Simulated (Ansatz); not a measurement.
**SnH2⁻: how the Sn–H bond energy moves with the basis**

SnH2⁻, doublet; coordinates (Å): Sn 0.000 -0.021 0.000; H 0.000 1.242 -1.288; H 0.000 1.242 1.288. Quantity: Sn–H bond energy, to SnH⁻ (triplet) + H.

Ansatz 0.2.0, basis def2-SVPD or def2-TZVPD; geometries are PBE0/def2-TZVP minima. Wave-function levels freeze the cores with the filled d shells of p-block atoms; HF, MP2 and coupled cluster are restricted for singlets and unrestricted otherwise, atoms included, restricted open-shell where a d shell is frozen, Kohn–Sham unrestricted where that lies lower. NEVPT2 and MRCISD+Q stand on CASSCF in the full valence space, and MRCISD+Q is size-consistent only roughly. The reference is CCSDT(Q) (coupled cluster only where its series has nearly closed). Semilocal and hybrid functionals correlate all electrons outside any core potential and usually lie nearer their basis limit than the reference, so part of their error here is the reference's basis and frozen-core error; RPA and the MP2 part of double hybrids freeze the same cores as the reference. None of these values is a measured one. Energies are electronic, without zero-point terms. No spin–orbit coupling; scalar relativity only by core potentials past Kr. The species are chosen: bound, without strong static correlation by their natural occupations or amplitudes, in their lowest spin state as far as vertical gaps and like structures tell, without the heavier p-block dimers whose ³Σ⁻ and ³Π states nearly coincide, and with a ladder that closes on the reference, so errors are smaller than for species at large; levels whose determinant breaks symmetry or spin markedly are left out.

| level | def2-SVPD (kJ/mol) | def2-TZVPD (kJ/mol) |
| --- | --- | --- |
| reference | 253.5 (CCSDT(Q)) | 254.7 (CCSDT(Q)) |
| CCSD(T) | 253.1 | 254.4 |
| NEVPT2 | 238.5 | 239.5 |
| MRCISD+Q | 252.4 | 254.6 |
| PBE | 264.9 | 261.4 |
| wB97M-V | 276.9 | 271.9 |
| B2PLYP | 264.5 | 263.7 |
| RPA-PBE | 254.3 | 252.9 |

From def2-SVPD to def2-TZVPD the reference moves by 1.2 kJ/mol and PBE by -3.5; the step from CCSD(T) to the reference is 0.4 in the first and 0.3 in the last.
